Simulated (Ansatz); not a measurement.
Cost and result for the atomization energy of C3H5F2N (`C=NC(C)(F)F`) (11 atoms, 10 bonds).

Cartesian coordinates in Å:
```
C 0.190 -1.051 1.588
N 0.006 0.099 1.111
C 0.446 0.382 -0.215
C -0.705 0.657 -1.142
F 1.226 -0.613 -0.749
F 1.257 1.468 -0.141
H 0.681 -1.862 1.045
H -0.158 -1.250 2.600
H -1.311 1.465 -0.736
H -0.313 0.943 -2.118
H -1.319 -0.238 -1.243
```

Charge 0, multiplicity 1. The geometry is a stationary point of PBE0-D4/def2-TZVP. It is one conformer, not always the lowest. Program: Ansatz. All runs use 4 threads of an Intel Xeon Platinum 8259CL on a shared host. Times are those of one run each, without the atoms' runs, and a repeat can differ threefold. Electronic energies, without spin–orbit coupling; frozen cores. CCSD(T)/CBS adds CCSD(T) − MP2 in def2-TZVPP to the MP2 limit, and its time is that of the two runs behind it. T1 = 0.012. B3LYP takes the VWN-RPA correlation (the form of Gaussian; ORCA's B3LYP/G).

CCSD(T)/CBS is a level of theory with its own doubt, some kJ/mol a heavy atom from the limit and from the frozen cores, so smaller differences don't rank the functionals.

```csv
level,functions,wall time,atomization (kcal/mol),difference from CCSD(T)/CBS,per bond
PBE-D4/def2-TZVPP (with forces),256,2.5 s,1098.7,40.2,4.0
PBE0-D4/def2-TZVPP,256,2.8 s,1067.7,9.2,0.9
r2SCAN-D4/def2-TZVPP (with forces),256,3.9 s,1062.9,4.4,0.4
B3LYP-D4/def2-TZVPP (with forces),256,4.3 s,1060.7,2.2,0.2
B2PLYP/def2-TZVPP,256,6.5 s,1050.5,-8.0,-0.8
ωB97X-V/def2-TZVPP,256,7 s,1064.0,5.5,0.5
ωB97M-V/def2-TZVPP (with forces),256,9.5 s,1065.0,6.5,0.6
MP2/def2-QZVPP,492,24 s,1073.0,14.5,1.5
CCSD(T)/def2-TZVPP,256,2.5 min,1030.1,-28.4,-2.8
CCSD(T)/CBS(def2),–,2.9 min,1058.5,0.0,0.0
```

In def2-TZVPP, CCSD(T) changes the Hartree–Fock value by +287.6 kcal/mol (the triples alone add +19.5 kcal/mol) and MP2 by +313.8 kcal/mol; breaking electron pairs costs correlation energy, which Hartree–Fock lacks. The D4 term adds +7.2 kcal/mol with B3LYP and +3.8 kcal/mol with PBE0; it sums over pairs of atoms, weighted by their polarisabilities, and B3LYP, whose exchange is more repulsive, gets the larger term. From PBE to PBE0 (25 % exact exchange), in def2-TZVPP and without D4, the atomization energy moves by −30.2 kcal/mol: exact exchange takes away binding that semilocal exchange gives to molecules.
